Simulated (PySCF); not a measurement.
Calculation: B3LYP-D3(BJ)/def2-TZVP // PBE0-D4/def2-TZVP in PySCF 2.14.0. Isolated molecules, 0 K electronic values unless said otherwise. One relaxed conformer stands for a flexible species; it need not be the lowest. B3LYP has the VWN-RPA correlation part, as in Gaussian. 

Reference species (SMILES): `[OH]` (neutral, multiplicity 2).

| Property | Result |
|---|---|
| highest occupied spin orbital | -8.84 eV |

Changed species: `O[SiH2]` (radical fragment; the reference has radical fragment).

Q: Give the shifts of the highest occupied spin orbital.

A: the highest occupied spin orbital rises by 2.95 eV, to -5.89 eV.
